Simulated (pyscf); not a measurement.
PySCF, gas phase, ωB97X-D3(BJ)/def2-SVP geometries.

### Question
`[F][C]([F])[F]` [doublet] + `[ClH]` -> `[FH]` + `[F][C]([F])[Cl]` [doublet]
Surface: doublet. Broken: C–F, Cl–H. Formed: F–H, C–Cl. Give ΔE‡ and ΔE from B3LYP-D3(BJ)/def2-TZVP, relative to the separated reactants.

### Answer
ΔE‡ = 39.5 kcal/mol, ΔE = +3.9 kcal/mol. ωB97M-D3(BJ)/def2-TZVP gives 42.7 kcal/mol and +4.4 kcal/mol. Zero-point energy shifts the barrier by +0.3 kcal/mol. It is a four-centre exchange, with an imaginary mode of 480i cm⁻¹. One saddle was located; it need not be the lowest between these sides.
